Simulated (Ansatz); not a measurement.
Cs2KAsI6: computed properties

The calculation used DFT r2SCAN, scalar-relativistic, plane waves, PAW in Ansatz.

Plane waves to 500 eV, a k mesh through Γ of 4×4×4 on the computed 10-atom cell and Gaussian smearing (0.02 eV); no spin polarisation.

The structure is relaxed at this level of theory with its symmetry kept. Whether it is the stable form of this composition wasn't checked.

Symmetry: Fm-3m, No. 225, cubic system. The conventional cell has a = 12.385 Å, b = 12.385 Å, c = 12.385 Å, α = 90.00°, β = 90.00°, γ = 90.00°. Around K (site symmetry m-3m) lie 6 I at 3.33 Å. Cs (site symmetry -43m) has 12 I at 4.39 Å as nearest neighbours. As (site symmetry m-3m) is surrounded by 6 I at 2.86 Å. Around I (site symmetry 4mm) lie 1 As at 2.86 Å.

```json
{
  "Volume per atom": "47.50 Å³",
  "Formation energy from the elements' standard states (uncorrected)": "-1.117 eV/atom",
  "Generalised Kohn–Sham band gap": "2.38 eV, indirect from Γ to L",
  "Löwdin character of the top 1 eV of the valence band": "I 5p 97 %",
  "Löwdin character of the lowest 1 eV of the conduction band": "As 4p 51 %, I 5p 38 %, unprojected 6 %",
  "Electron masses at the edge by Cartesian direction of the standard setting (m_e; degenerate bands sorted by energy; no spin-orbit coupling)": "x: 0.40; y: 0.40; z: 0.40",
  "Hole masses at the edge by Cartesian direction of the standard setting (m_e; degenerate bands sorted by energy; no spin-orbit coupling)": "x: 26, 0.80, 0.80; y: 26, 0.80, 0.80; z: 26, 0.80, 0.80",
  "Bulk modulus": "12.5 GPa",
  "Its pressure derivative": "5.7",
  "Bader charges (e)": "K (1 in the cell) 0.81, Cs (2 in the cell) 0.88, As (1 in the cell) 0.72, I (6 in the cell) -0.55"
}
```

Spin-orbit coupling is left out, which matters for the bands of heavy elements.

Cost: 8 runs of about 31 core-minutes in all, on Arm Neoverse V1 (shared hosts).